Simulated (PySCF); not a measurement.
```xyz
6

C     -0.3547    -0.0183    -0.0256
O      0.9827    -0.4064    -0.2399
H     -0.9845    -0.7436    -0.5417
H     -0.5728     0.9753    -0.4364
H     -0.6272    -0.0261     1.0372
H      1.5567     0.2191     0.2063
```

Charge 0, multiplicity 1.

Question: Give the Mulliken and meta-Löwdin atomic charges from PySCF 2.14.0 with PBE-D3(BJ)/def2-TZVP // PBE0-D3(BJ)/def2-TZVP.

Answer: 
```csv
atom,Mulliken (e),meta-Löwdin (e)
C1,-0.20,-0.14
O2,-0.43,-0.52
H3,0.12,0.13
H4,0.10,0.10
H5,0.10,0.10
H6,0.30,0.33
```
